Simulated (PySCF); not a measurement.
Species: NH₃.
Atom-mapped SMILES: `[NH3:1]` (hydrogens: H2, H3, H4 on N1)

A GFN2-xTB structure was refined with PySCF, PBE0-D3(BJ)/def2-SVP geometry optimisation, gas phase. Its GFN2-xTB values:

```tsv
coordinate	GFN2-xTB
N1–H2	1.013 Å
H2–N1–H3	107.6°
```

Question: How do these coordinates change at the PBE0-D3(BJ)/def2-SVP level?

Answer: 
| coordinate | PBE0-D3(BJ)/def2-SVP (Å or °) | change |
| --- | --- | --- |
| N1–H2 | 1.020 | +0.007 |
| H2–N1–H3 | 105.3 | -2.3 |

The energy falls by 0.84 kJ/mol over 4 energy and gradient evaluations, the largest force component goes from 0.0101 to 2.4e-04 Eh/bohr, and the atoms move by 0.018 Å rms after alignment. Among the bonds, N1–H2, N1–H3 and N1–H4 change most and about equally (+0.007 Å). Bonds longer at the end by more than 0.005 Å: 3 of 3; shorter: 0. Rotational constants go from 300662, 300485, 187609 to 291950, 291930, 190844 MHz.

The run used 29 basis functions and 23 SCF cycles in all. The run took 1.0 s on one thread of an Arm Neoverse V1 (shared host), and the process peaked at 0.24 GiB of memory.

No PBE0-D3(BJ)/def2-SVP frequencies stand behind this structure, so it isn't proved a minimum.
